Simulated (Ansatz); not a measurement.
**Worked example: basis-set limit for H2O (water)**

The species is H2O (3 atoms), meant as a singlet with charge 0. SMILES: `O`. The coordinates come from a PBE0-D4/def2-TZVP relaxation.

| atom | x (Å) | y (Å) | z (Å) |
| --- | --- | --- | --- |
| O | -0.3027 | 0.2002 | -0.1406 |
| H | 0.4665 | 0.5484 | 0.3153 |
| H | -0.1638 | -0.7486 | -0.1747 |

CCSD(T) energies, 1 core orbital frozen (Ansatz 0.2.0):

```tsv
basis	X	functions	Hartree–Fock (Eh)	correlation (Eh)
cc-pVDZ-DK	2	24	-76.078171	-0.214488
cc-pVTZ-DK	3	58	-76.108644	-0.275311
cc-pVQZ-DK	4	115	-76.116402	-0.295262
```

The correlation energy converges as X⁻³, the Hartree–Fock energy about exponentially.

Question: Extrapolate to the complete basis.

Answer: 
1. Correlation: E(∞) = (4³ E(4) − 3³ E(3))/(4³ − 3³) = (64 × (-0.295262) − 27 × (-0.275311))/37 = -0.309821 Eh.
2. Hartree–Fock: successive steps shrink by 0.255; summing the geometric tail gives -76.116402 + (-0.007758) × 0.255/(1 − 0.255) = -76.119052 Eh.
3. Total: -76.119052 + (-0.309821) = -76.428873 Eh.
4. cc-pVQZ-DK holds 95.3 % of the extrapolated correlation energy, cc-pVTZ-DK 88.9 %.

This is an estimate of the method's limit, not an exact energy.
